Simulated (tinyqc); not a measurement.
Inside a calculation (part 1 of 3). Method: UKS/PBE in the sto-6g basis, for H2O, spin multiplicity 3. Computed by tinyqc, a small Python program that keeps every step (integrals from PySCF). Settings: charge = 0, multiplicity = 3, basis = sto-6g, energy threshold = 1e-08, iteration cap = 51, orthogonalisation = canonical, start = random, DIIS depth = 6, method = UKS, functional = pbe,pbe, grid = [20, 50]. Command: `OMP_NUM_THREADS=1 python tinyqc.py 25004 25005 out.jsonl` (the two numbers bound the seeds that draw the settings). One thread of a shared host (Intel(R) Xeon(R) Processor @ 2.60GHz), about 3 s of CPU time with the checks. Later iterations appear only in the table of the cycle.

## One-electron integrals

Geometry (angstrom):
```
atom        x         y        z
O     0.00000   0.00000  0.00000
H     0.00000   0.88900  0.75800
H     0.00000  -0.88900  0.75800
```

Basis sto-6g: exponents (1/bohr^2) and contraction coefficients of normalised primitives:
```
element  l (shell)    exponent  coefficient
O            s (1)  1355.58423      0.00916
O            s (1)   248.54489      0.04936
O            s (1)    69.53390      0.16854
O            s (1)    23.88677      0.37056
O            s (1)     9.27593      0.41649
O            s (1)     3.82034      0.13033
O            s (2)    52.18776     -0.01325
O            s (2)    10.32932     -0.04699
O            s (2)     3.21034     -0.03379
O            s (2)     1.23514      0.25024
O            s (2)     0.53642      0.59512
O            s (2)     0.24588      0.24071
O            p (3)    52.18776      0.00376
O            p (3)    10.32932      0.03768
O            p (3)     3.21034      0.17390
O            p (3)     1.23514      0.41804
O            p (3)     0.53642      0.42586
O            p (3)     0.24588      0.10171
H            s (1)    35.52322      0.00916
H            s (1)     6.51314      0.04936
H            s (1)     1.82214      0.16854
H            s (1)     0.62596      0.37056
H            s (1)     0.24308      0.41649
H            s (1)     0.10011      0.13033
```

Overlap, kinetic and nuclear-attraction integrals over the contracted functions; the nuclear repulsion is the sum of Za Zb / Rab.

nuclear repulsion = 7.5448723 hartree

overlap S, order 1O 1s, 1O 2s, 1O 2px, 1O 2py, 1O 2pz, 2H 1s, 3H 1s:
$$\begin{pmatrix}
1.00000 & 0.23114 & 0.00000 & 0.00000 & 0.00000 & 0.03408 & 0.03408 \\
0.23114 & 1.00000 & 0.00000 & 0.00000 & 0.00000 & 0.35001 & 0.35001 \\
0.00000 & 0.00000 & 1.00000 & 0.00000 & 0.00000 & 0.00000 & 0.00000 \\
0.00000 & 0.00000 & 0.00000 & 1.00000 & 0.00000 & 0.23893 & -0.23893 \\
0.00000 & 0.00000 & 0.00000 & 0.00000 & 1.00000 & 0.20372 & 0.20372 \\
0.03408 & 0.35001 & 0.00000 & 0.23893 & 0.20372 & 1.00000 & 0.16986 \\
0.03408 & 0.35001 & 0.00000 & -0.23893 & 0.20372 & 0.16986 & 1.00000
\end{pmatrix}$$

kinetic energy T (hartree), order 1O 1s, 1O 2s, 1O 2px, 1O 2py, 1O 2pz, 2H 1s, 3H 1s:
$$\begin{pmatrix}
29.32720 & -0.89602 & 0.00000 & 0.00000 & 0.00000 & -0.00641 & -0.00641 \\
-0.89602 & 0.84262 & 0.00000 & 0.00000 & 0.00000 & 0.04864 & 0.04864 \\
0.00000 & 0.00000 & 2.53131 & 0.00000 & 0.00000 & 0.00000 & 0.00000 \\
0.00000 & 0.00000 & 0.00000 & 2.53131 & 0.00000 & 0.11298 & -0.11298 \\
0.00000 & 0.00000 & 0.00000 & 0.00000 & 2.53131 & 0.09633 & 0.09633 \\
-0.00641 & 0.04864 & 0.00000 & 0.11298 & 0.09633 & 0.76852 & -0.00735 \\
-0.00641 & 0.04864 & 0.00000 & -0.11298 & 0.09633 & -0.00735 & 0.76852
\end{pmatrix}$$

nuclear attraction V (hartree), order 1O 1s, 1O 2s, 1O 2px, 1O 2py, 1O 2pz, 2H 1s, 3H 1s:
$$\begin{pmatrix}
-62.16422 & -6.36068 & 0.00000 & 0.00000 & -0.01431 & -1.07079 & -1.07079 \\
-6.36068 & -9.90300 & 0.00000 & 0.00000 & -0.16706 & -2.62115 & -2.62115 \\
0.00000 & 0.00000 & -9.85100 & 0.00000 & 0.00000 & 0.00000 & 0.00000 \\
0.00000 & 0.00000 & 0.00000 & -9.94063 & 0.00000 & -1.57632 & 1.57632 \\
-0.01431 & -0.16706 & 0.00000 & 0.00000 & -9.91616 & -1.38745 & -1.38745 \\
-1.07079 & -2.62115 & 0.00000 & -1.57632 & -1.38745 & -5.10370 & -0.94674 \\
-1.07079 & -2.62115 & 0.00000 & 1.57632 & -1.38745 & -0.94674 & -5.10370
\end{pmatrix}$$

core Hamiltonian H = T + V (hartree), order 1O 1s, 1O 2s, 1O 2px, 1O 2py, 1O 2pz, 2H 1s, 3H 1s:
$$\begin{pmatrix}
-32.83702 & -7.25670 & 0.00000 & 0.00000 & -0.01431 & -1.07720 & -1.07720 \\
-7.25670 & -9.06038 & 0.00000 & 0.00000 & -0.16706 & -2.57251 & -2.57251 \\
0.00000 & 0.00000 & -7.31970 & 0.00000 & 0.00000 & 0.00000 & 0.00000 \\
0.00000 & 0.00000 & 0.00000 & -7.40932 & 0.00000 & -1.46334 & 1.46334 \\
-0.01431 & -0.16706 & 0.00000 & 0.00000 & -7.38486 & -1.29112 & -1.29112 \\
-1.07720 & -2.57251 & 0.00000 & -1.46334 & -1.29112 & -4.33517 & -0.95409 \\
-1.07720 & -2.57251 & 0.00000 & 1.46334 & -1.29112 & -0.95409 & -4.33517
\end{pmatrix}$$

## Two-electron integrals

Functions are numbered as in S; the eight-fold symmetry (ij|kl) = (ji|kl) = (kl|ij) leaves the list below.

Two-electron integrals (ij|kl) in chemists' order, unique and non-zero (hartree):
```
(11|11) 4.78749    (21|11) 0.67588    (21|21) 0.12150    (22|11) 1.11738
(22|21) 0.24921    (22|22) 0.81738    (31|31) 0.02576    (32|31) 0.03914
(32|32) 0.18066    (33|11) 1.11738    (33|21) 0.24921    (33|22) 0.81738
(33|33) 0.88066    (41|41) 0.02576    (42|41) 0.03914    (42|42) 0.18066
(43|43) 0.04746    (44|11) 1.11738    (44|21) 0.24921    (44|22) 0.81738
(44|33) 0.78574    (44|44) 0.88066    (51|51) 0.02576    (52|51) 0.03914
(52|52) 0.18066    (53|53) 0.04746    (54|54) 0.04746    (55|11) 1.11738
(55|21) 0.24921    (55|22) 0.81738    (55|33) 0.78574    (55|44) 0.78574
(55|55) 0.88066    (61|11) 0.10600    (61|21) 0.01828    (61|22) 0.03671
(61|33) 0.03664    (61|41) 0.00068    (61|42) 0.00134    (61|44) 0.03677
(61|51) 0.00058    (61|52) 0.00114    (61|54) 0.00012    (61|55) 0.03673
(61|61) 0.00280    (62|11) 0.27706    (62|21) 0.06275    (62|22) 0.23036
(62|33) 0.22642    (62|41) 0.00384    (62|42) 0.02925    (62|44) 0.23327
(62|51) 0.00328    (62|52) 0.02494    (62|54) 0.00584    (62|55) 0.23140
(62|61) 0.00951    (62|62) 0.08352    (63|31) 0.00671    (63|32) 0.03863
(63|43) 0.00593    (63|53) 0.00506    (63|63) 0.01131    (64|11) 0.15935
(64|21) 0.03658    (64|22) 0.14315    (64|33) 0.13687    (64|41) 0.00863
(64|42) 0.05544    (64|44) 0.15277    (64|51) 0.00163    (64|52) 0.01433
(64|54) 0.00850    (64|55) 0.13981    (64|61) 0.00577    (64|62) 0.06306
(64|64) 0.05832    (65|11) 0.13587    (65|21) 0.03119    (65|22) 0.12205
(65|33) 0.11670    (65|41) 0.00163    (65|42) 0.01433    (65|44) 0.12014
(65|51) 0.00810    (65|52) 0.05085    (65|54) 0.00886    (65|55) 0.12932
(65|61) 0.00492    (65|62) 0.05377    (65|64) 0.04009    (65|65) 0.04549
(66|11) 0.44558    (66|21) 0.10279    (66|22) 0.43334    (66|33) 0.41694
(66|41) 0.00753    (66|42) 0.08009    (66|44) 0.44543    (66|51) 0.00642
(66|52) 0.06829    (66|54) 0.02430    (66|55) 0.43765    (66|61) 0.01570
(66|62) 0.20688    (66|64) 0.17787    (66|65) 0.15166    (66|66) 0.77500
(71|11) 0.10600    (71|21) 0.01828    (71|22) 0.03671    (71|33) 0.03664
(71|41) -0.00068   (71|42) -0.00134   (71|44) 0.03677    (71|51) 0.00058
(71|52) 0.00114    (71|54) -0.00012   (71|55) 0.03673    (71|61) 0.00276
(71|62) 0.00920    (71|64) 0.00513    (71|65) 0.00477    (71|66) 0.01506
(71|71) 0.00280    (72|11) 0.27706    (72|21) 0.06275    (72|22) 0.23036
(72|33) 0.22642    (72|41) -0.00384   (72|42) -0.02925   (72|44) 0.23327
(72|51) 0.00328    (72|52) 0.02494    (72|54) -0.00584   (72|55) 0.23140
(72|61) 0.00920    (72|62) 0.06675    (72|64) 0.03508    (72|65) 0.04184
(72|66) 0.13346    (72|71) 0.00951    (72|72) 0.08352    (73|31) 0.00671
(73|32) 0.03863    (73|43) -0.00593   (73|53) 0.00506    (73|63) 0.00872
(73|73) 0.01131    (74|11) -0.15935   (74|21) -0.03658   (74|22) -0.14315
(74|33) -0.13687   (74|41) 0.00863    (74|42) 0.05544    (74|44) -0.15277
(74|51) -0.00163   (74|52) -0.01433   (74|54) 0.00850    (74|55) -0.13981
(74|61) -0.00513   (74|62) -0.03508   (74|64) -0.01026   (74|65) -0.02156
(74|66) -0.06421   (74|71) -0.00577   (74|72) -0.06306   (74|74) 0.05832
(75|11) 0.13587    (75|21) 0.03119    (75|22) 0.12205    (75|33) 0.11670
(75|41) -0.00163   (75|42) -0.01433   (75|44) 0.12014    (75|51) 0.00810
(75|52) 0.05085    (75|54) -0.00886   (75|55) 0.12932    (75|61) 0.00477
(75|62) 0.04184    (75|64) 0.02156    (75|65) 0.03449    (75|66) 0.09101
(75|71) 0.00492    (75|72) 0.05377    (75|74) -0.04009   (75|75) 0.04549
(76|11) 0.09323    (76|21) 0.02136    (76|22) 0.08578    (76|33) 0.08368
(76|44) 0.08516    (76|51) 0.00169    (76|52) 0.01565    (76|55) 0.08849
(76|61) 0.00321    (76|62) 0.03158    (76|64) 0.02072    (76|65) 0.02287
(76|66) 0.08397    (76|71) 0.00321    (76|72) 0.03158    (76|74) -0.02072
(76|75) 0.02287    (76|76) 0.01537    (77|11) 0.44558    (77|21) 0.10279
(77|22) 0.43334    (77|33) 0.41694    (77|41) -0.00753   (77|42) -0.08009
(77|44) 0.44543    (77|51) 0.00642    (77|52) 0.06829    (77|54) -0.02430
(77|55) 0.43765    (77|61) 0.01506    (77|62) 0.13346    (77|64) 0.06421
(77|65) 0.09101    (77|66) 0.29535    (77|71) 0.01570    (77|72) 0.20688
(77|74) -0.17787   (77|75) 0.15166    (77|76) 0.08397    (77|77) 0.77500
```

## Orthogonalisation

S = U s U^T; canonical form X = U s^(-1/2), so that X^T S X = 1. Each column of U has its largest component positive (the first on a tie).

eigenvalues of S: [0.47573, 0.56665, 0.88476, 1.00000, 1.10408, 1.26348, 1.70529]

X, order 1O 1s, 1O 2s, 1O 2px, 1O 2py, 1O 2pz, 2H 1s, 3H 1s:
$$\begin{pmatrix}
-0.35378 & 0.00000 & 0.72269 & 0.00000 & 0.61727 & 0.00000 & 0.18391 \\
0.98565 & 0.00000 & -0.30472 & 0.00000 & 0.32385 & 0.00000 & 0.44644 \\
0.00000 & 0.00000 & 0.00000 & 1.00000 & 0.00000 & 0.00000 & 0.00000 \\
0.00000 & 0.81687 & 0.00000 & 0.00000 & 0.00000 & 0.70157 & 0.00000 \\
0.48291 & 0.00000 & 0.66638 & 0.00000 & -0.60939 & 0.00000 & 0.22477 \\
-0.62137 & -0.74077 & -0.18847 & 0.00000 & -0.15567 & 0.38682 & 0.38907 \\
-0.62137 & 0.74077 & -0.18847 & 0.00000 & -0.15567 & -0.38682 & 0.38907
\end{pmatrix}$$

## Starting guess

The start is random orthonormal orbitals; D(s) = C_occ C_occ^T for each spin.

D(alpha) at the start, order 1O 1s, 1O 2s, 1O 2px, 1O 2py, 1O 2pz, 2H 1s, 3H 1s:
$$\begin{pmatrix}
1.05044 & -0.34032 & 0.02118 & 0.02328 & -0.01391 & 0.15122 & 0.03227 \\
-0.34032 & 1.12772 & 0.09547 & 0.10497 & 0.22174 & -0.01633 & -0.55262 \\
0.02118 & 0.09547 & 0.96215 & -0.04162 & -0.01817 & -0.16469 & 0.04793 \\
0.02328 & 0.10497 & -0.04162 & 1.11372 & -0.01998 & -0.51479 & 0.38642 \\
-0.01391 & 0.22174 & -0.01817 & -0.01998 & 1.09043 & -0.32240 & -0.22033 \\
0.15122 & -0.01633 & -0.16469 & -0.51479 & -0.32240 & 0.57905 & 0.10739 \\
0.03227 & -0.55262 & 0.04793 & 0.38642 & -0.22033 & 0.10739 & 1.23490
\end{pmatrix}$$

D(beta) at the start, order 1O 1s, 1O 2s, 1O 2px, 1O 2py, 1O 2pz, 2H 1s, 3H 1s:
$$\begin{pmatrix}
0.34691 & -0.06019 & 0.16801 & 0.30008 & -0.23207 & -0.15087 & -0.10296 \\
-0.06019 & 0.89398 & -0.27232 & 0.07561 & 0.22848 & 0.10929 & -0.49216 \\
0.16801 & -0.27232 & 0.14846 & 0.10528 & -0.17547 & -0.08812 & 0.09290 \\
0.30008 & 0.07561 & 0.10528 & 0.95132 & 0.11887 & -0.39947 & 0.43525 \\
-0.23207 & 0.22848 & -0.17547 & 0.11887 & 0.97024 & -0.41257 & -0.25793 \\
-0.15087 & 0.10929 & -0.08812 & -0.39947 & -0.41257 & 0.44910 & 0.04903 \\
-0.10296 & -0.49216 & 0.09290 & 0.43525 & -0.25793 & 0.04903 & 1.20855
\end{pmatrix}$$

## Iteration 1: exchange-correlation on the grid

Becke grid with 20 radial and 50 angular points per atom, points of zero weight dropped. rho = sum D_ij phi_i phi_j; V_xc,ij = sum w v_xc phi_i phi_j plus the gradient terms; v_xc is d(rho eps)/d rho(s) for spin s at fixed gradient.

The 12 grid points with the largest w rho, of 2982 (bohr, atomic units):
```
x                y         z        w  rho(alpha)  rho(beta)    eps_xc  v_xc(alpha)
-0.73898   0.00000   0.73898  0.09390     0.24879    0.22813  -0.65380     -0.82501
0.00000    0.73898  -0.73898  0.09466     0.25170    0.19146  -0.64010     -0.82635
-0.31510   0.31510   0.94531  0.07941     0.25875    0.25488  -0.66975     -0.83427
-0.60338   0.60338   0.60338  0.08238     0.25422    0.23610  -0.66026     -0.82900
-0.73898   0.73898   0.00000  0.09348     0.25119    0.17891  -0.63648     -0.82341
0.00000    0.54426   0.54426  0.04034     0.49524    0.47858  -0.80730     -1.04886
0.00000   -0.73898  -0.73898  0.09466     0.20948    0.20000  -0.62367     -0.78085
-0.31510   0.94531  -0.31510  0.08378     0.25695    0.19961  -0.64635     -0.83109
0.31510    0.94531  -0.31510  0.08378     0.25632    0.19540  -0.64502     -0.82920
-0.54426   0.00000   0.54426  0.04138     0.47264    0.43161  -0.78772     -1.03519
-0.23207   0.23207   0.69622  0.03673     0.50737    0.50067  -0.81469     -1.05999
-0.31510  -0.31510   0.94531  0.07941     0.24486    0.22100  -0.65142     -0.81657
```

electrons on the grid, sum of w rho = 9.99943

E_xc = sum of w rho eps_xc = -7.9284729 hartree

V_xc(alpha) (hartree), order 1O 1s, 1O 2s, 1O 2px, 1O 2py, 1O 2pz, 2H 1s, 3H 1s:
$$\begin{pmatrix}
-3.07883 & -0.37837 & -0.00288 & -0.00403 & -0.00305 & -0.06181 & -0.06156 \\
-0.37837 & -0.82222 & -0.00745 & -0.01295 & -0.01372 & -0.21619 & -0.22486 \\
-0.00288 & -0.00745 & -0.81848 & 0.00570 & 0.00281 & 0.00048 & -0.00166 \\
-0.00403 & -0.01295 & 0.00570 & -0.82160 & 0.00549 & -0.13168 & 0.14103 \\
-0.00305 & -0.01372 & 0.00281 & 0.00549 & -0.82650 & -0.11518 & -0.12692 \\
-0.06181 & -0.21619 & 0.00048 & -0.13168 & -0.11518 & -0.44420 & -0.07833 \\
-0.06156 & -0.22486 & -0.00166 & 0.14103 & -0.12692 & -0.07833 & -0.54840
\end{pmatrix}$$

V_xc(beta) (hartree), order 1O 1s, 1O 2s, 1O 2px, 1O 2py, 1O 2pz, 2H 1s, 3H 1s:
$$\begin{pmatrix}
-2.29585 & -0.29787 & -0.00237 & -0.02827 & 0.01542 & -0.04861 & -0.04713 \\
-0.29787 & -0.72678 & 0.05201 & -0.02923 & -0.00280 & -0.19720 & -0.20221 \\
-0.00237 & 0.05201 & -0.65977 & -0.01555 & 0.02248 & 0.01105 & 0.01320 \\
-0.02827 & -0.02923 & -0.01555 & -0.75613 & -0.01112 & -0.12765 & 0.12831 \\
0.01542 & -0.00280 & 0.02248 & -0.01112 & -0.76433 & -0.10764 & -0.11618 \\
-0.04861 & -0.19720 & 0.01105 & -0.12765 & -0.10764 & -0.41838 & -0.07267 \\
-0.04713 & -0.20221 & 0.01320 & 0.12831 & -0.11618 & -0.07267 & -0.53334
\end{pmatrix}$$

## Iteration 1: building the Kohn-Sham matrix

J_ij = sum D_kl (ij|kl) with D = D(alpha) + D(beta); F = H + J + V_xc; E = tr D H + tr D J / 2 + E_xc + E_nn.

Coulomb J (hartree), order 1O 1s, 1O 2s, 1O 2px, 1O 2py, 1O 2pz, 2H 1s, 3H 1s:
$$\begin{pmatrix}
14.40918 & 2.69472 & -0.00560 & 0.02654 & 0.01375 & 0.40701 & 0.40552 \\
2.69472 & 7.58871 & -0.05774 & 0.02632 & 0.16460 & 2.17907 & 2.22769 \\
-0.00560 & -0.05774 & 7.51314 & 0.00138 & -0.01951 & -0.01559 & -0.01506 \\
0.02654 & 0.02632 & 0.00138 & 7.62652 & -0.01782 & 1.35864 & -1.41958 \\
0.01375 & 0.16460 & -0.01951 & -0.01782 & 7.62645 & 1.20438 & 1.25615 \\
0.40701 & 2.17907 & -0.01559 & 1.35864 & 1.20438 & 4.35956 & 0.85931 \\
0.40552 & 2.22769 & -0.01506 & -1.41958 & 1.25615 & 0.85931 & 4.84625
\end{pmatrix}$$

F(alpha) (hartree), order 1O 1s, 1O 2s, 1O 2px, 1O 2py, 1O 2pz, 2H 1s, 3H 1s:
$$\begin{pmatrix}
-21.50667 & -4.94035 & -0.00848 & 0.02251 & -0.00361 & -0.73200 & -0.73324 \\
-4.94035 & -2.29389 & -0.06520 & 0.01337 & -0.01617 & -0.60963 & -0.56968 \\
-0.00848 & -0.06520 & -0.62504 & 0.00708 & -0.01670 & -0.01511 & -0.01672 \\
0.02251 & 0.01337 & 0.00708 & -0.60440 & -0.01233 & -0.23639 & 0.18480 \\
-0.00361 & -0.01617 & -0.01670 & -0.01233 & -0.58490 & -0.20193 & -0.16190 \\
-0.73200 & -0.60963 & -0.01511 & -0.23639 & -0.20193 & -0.41982 & -0.17312 \\
-0.73324 & -0.56968 & -0.01672 & 0.18480 & -0.16190 & -0.17312 & -0.03733
\end{pmatrix}$$

F(beta) (hartree), order 1O 1s, 1O 2s, 1O 2px, 1O 2py, 1O 2pz, 2H 1s, 3H 1s:
$$\begin{pmatrix}
-20.72369 & -4.85985 & -0.00797 & -0.00173 & 0.01486 & -0.71880 & -0.71881 \\
-4.85985 & -2.19845 & -0.00574 & -0.00291 & -0.00526 & -0.59063 & -0.54704 \\
-0.00797 & -0.00574 & -0.46633 & -0.01417 & 0.00297 & -0.00453 & -0.00186 \\
-0.00173 & -0.00291 & -0.01417 & -0.53893 & -0.02894 & -0.23235 & 0.17208 \\
0.01486 & -0.00526 & 0.00297 & -0.02894 & -0.52273 & -0.19438 & -0.15116 \\
-0.71880 & -0.59063 & -0.00453 & -0.23235 & -0.19438 & -0.39400 & -0.16746 \\
-0.71881 & -0.54704 & -0.00186 & 0.17208 & -0.15116 & -0.16746 & -0.02226
\end{pmatrix}$$

total energy of this density = -60.7415127 hartree

## Iteration 1: diagonalisation and new density

Diagonalise F' = X^T F X, C = X C', fill 6 alpha and 4 beta electrons from the bottom; D(s) = C_occ C_occ^T. Each column has its largest component positive (the first on a tie).

F' = X^T F X (alpha) (hartree):
$$\begin{pmatrix}
-0.91693 & -0.10666 & 2.58478 & -0.04954 & 2.41347 & 0.09103 & 0.62476 \\
-0.10666 & 0.04558 & -0.03212 & 0.00459 & -0.02558 & -0.22879 & 0.11954 \\
2.58478 & -0.03212 & -9.19980 & 0.00860 & -9.03986 & 0.03223 & -4.09804 \\
-0.04954 & 0.00459 & 0.00860 & -0.62504 & -0.01122 & 0.00559 & -0.04681 \\
2.41347 & -0.02558 & -9.03986 & -0.01122 & -10.30643 & 0.05145 & -4.57455 \\
0.09103 & -0.22879 & 0.03223 & 0.00559 & 0.05145 & -0.54268 & -0.07679 \\
0.62476 & 0.11954 & -4.09804 & -0.04681 & -4.57455 & -0.07679 & -2.83362
\end{pmatrix}$$

orbital energies (alpha) (hartree): MO1 -21.50677, MO2 -1.23307, MO3 -0.64475, MO4 -0.62393, MO5 -0.57821, MO6 -0.08382, MO7 0.29162

coefficients C (alpha), order 1O 1s, 1O 2s, 1O 2px, 1O 2py, 1O 2pz, 2H 1s, 3H 1s:
$$\begin{pmatrix}
1.00042 & -0.23423 & 0.01532 & 0.02594 & 0.00307 & 0.06000 & 0.04541 \\
-0.00201 & 1.01884 & -0.10109 & -0.11691 & -0.03378 & -0.43074 & -0.34633 \\
0.00040 & 0.10705 & -0.03664 & 0.93181 & -0.34367 & 0.02552 & 0.01286 \\
-0.00122 & -0.02011 & 0.76098 & -0.13886 & -0.48318 & -0.44228 & 0.36279 \\
-0.00005 & 0.02733 & 0.43843 & 0.31235 & 0.77028 & -0.39118 & -0.24956 \\
0.00087 & 0.02702 & 0.28175 & -0.00493 & 0.04183 & 1.09507 & -0.12053 \\
0.00025 & -0.02095 & -0.02730 & 0.01445 & 0.08075 & 0.03699 & 1.13416
\end{pmatrix}$$

F' = X^T F X (beta) (hartree):
$$\begin{pmatrix}
-0.79344 & -0.10647 & 2.43607 & 0.00257 & 2.28580 & 0.07954 & 0.61510 \\
-0.10647 & 0.08520 & -0.04718 & -0.00960 & -0.03150 & -0.20316 & 0.10296 \\
2.43607 & -0.04718 & -8.78199 & -0.00083 & -8.72284 & 0.01529 & -3.96992 \\
0.00257 & -0.00960 & -0.00083 & -0.46633 & -0.00759 & -0.01097 & -0.00585 \\
2.28580 & -0.03150 & -8.72284 & -0.00759 & -9.96579 & 0.04466 & -4.45502 \\
0.07954 & -0.20316 & 0.01529 & -0.01097 & 0.04466 & -0.49694 & -0.08938 \\
0.61510 & 0.10296 & -3.96992 & -0.00585 & -4.45502 & -0.08938 & -2.73852
\end{pmatrix}$$

orbital energies (beta) (hartree): MO1 -20.72398, MO2 -1.12081, MO3 -0.60027, MO4 -0.51078, MO5 -0.46337, MO6 -0.04851, MO7 0.30991

coefficients C (beta), order 1O 1s, 1O 2s, 1O 2px, 1O 2py, 1O 2pz, 2H 1s, 3H 1s:
$$\begin{pmatrix}
0.99907 & -0.23866 & 0.02274 & 0.00856 & 0.00154 & 0.06494 & 0.04878 \\
0.00415 & 1.01033 & -0.13600 & -0.05118 & -0.00917 & -0.44443 & -0.35922 \\
0.00039 & 0.00624 & 0.06778 & -0.22305 & 0.97238 & 0.00542 & -0.00785 \\
0.00010 & 0.00074 & 0.69805 & -0.54193 & -0.16738 & -0.45359 & 0.38047 \\
-0.00051 & 0.01283 & 0.51271 & 0.76556 & 0.13987 & -0.39995 & -0.26554 \\
-0.00058 & 0.05186 & 0.29925 & 0.01478 & -0.02482 & 1.09042 & -0.11615 \\
-0.00052 & -0.00746 & -0.02667 & 0.10463 & 0.03485 & 0.03488 & 1.13201
\end{pmatrix}$$

D(alpha) after iteration 1, order 1O 1s, 1O 2s, 1O 2px, 1O 2py, 1O 2pz, 2H 1s, 3H 1s:
$$\begin{pmatrix}
1.06023 & -0.27118 & -0.00058 & -0.01647 & -0.01274 & 0.06456 & 0.00759 \\
-0.27118 & 1.24860 & 0.00445 & 0.12565 & 0.08948 & -0.47348 & -0.03894 \\
-0.00058 & 0.00445 & 0.99983 & -0.00466 & 0.00321 & 0.00155 & -0.01458 \\
-0.01647 & 0.12565 & -0.00466 & 1.02786 & 0.09054 & -0.29000 & -0.07774 \\
-0.01274 & 0.08948 & 0.00321 & 0.09054 & 1.03687 & -0.27342 & 0.03970 \\
0.06456 & -0.47348 & 0.00155 & -0.29000 & -0.27342 & 1.28106 & 0.03556 \\
0.00759 & -0.03894 & -0.01458 & -0.07774 & 0.03970 & 0.03556 & 0.00928
\end{pmatrix}$$

D(beta) after iteration 1, order 1O 1s, 1O 2s, 1O 2px, 1O 2py, 1O 2pz, 2H 1s, 3H 1s:
$$\begin{pmatrix}
1.05569 & -0.24051 & -0.00146 & 0.01115 & 0.01464 & -0.00602 & 0.00155 \\
-0.24051 & 1.04189 & 0.00851 & -0.06645 & -0.09595 & 0.01094 & -0.00927 \\
-0.00146 & 0.00851 & 0.05438 & 0.16820 & -0.13593 & 0.01731 & -0.02519 \\
0.01115 & -0.06645 & 0.16820 & 0.78096 & -0.05697 & 0.20092 & -0.07532 \\
0.01464 & -0.09595 & -0.13593 & -0.05697 & 0.84911 & 0.16541 & 0.06633 \\
-0.00602 & 0.01094 & 0.01731 & 0.20092 & 0.16541 & 0.09246 & -0.00682 \\
0.00155 & -0.00927 & -0.02519 & -0.07532 & 0.06633 & -0.00682 & 0.01171
\end{pmatrix}$$
